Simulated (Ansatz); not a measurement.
Basis-set series for C2H2F2O (`OC=C(F)F`). Charge 0, multiplicity 1. All single points use the PBE0-D4/def2-TZVP geometry. It is one conformer, not always the lowest.

```json
{"atom": "O1", "x (Å)": "-1.349", "y (Å)": "-0.588", "z (Å)": "0.112"}
{"atom": "C2", "x (Å)": "-0.250", "y (Å)": "0.075", "z (Å)": "-0.346"}
{"atom": "C3", "x (Å)": "0.794", "y (Å)": "0.287", "z (Å)": "0.435"}
{"atom": "F4", "x (Å)": "0.923", "y (Å)": "-0.146", "z (Å)": "1.666"}
{"atom": "F5", "x (Å)": "1.836", "y (Å)": "1.006", "z (Å)": "0.070"}
{"atom": "H6", "x (Å)": "-1.704", "y (Å)": "-1.133", "z (Å)": "-0.594"}
{"atom": "H7", "x (Å)": "-0.251", "y (Å)": "0.499", "z (Å)": "-1.343"}
```

```csv
functional,basis,functions,energy (Eh),HOMO (eV),LUMO (eV)
PBE0-D4,def2-TZVPP,183,-352.07540,-6.83,0.64
PBE0-D4,def2-QZVPP,345,-352.09407,-6.89,0.21
ωB97M-V,def2-TZVPP,183,-352.33579,-9.10,2.15
ωB97M-V,def2-QZVPP,345,-352.35357,-9.17,1.42
```

(1) Give the rows for def2-SVP. (An estimate is asked.)

Answers

(1) Computed: 
```
functional     basis  functions  energy (Eh)  HOMO (eV)  LUMO (eV)
   PBE0-D4  def2-SVP         80   -351.65245      -6.65       1.25
   ωB97M-V  def2-SVP         80   -351.90268      -8.90       3.05
```

Positive LUMOs are unbound and depend on the basis.
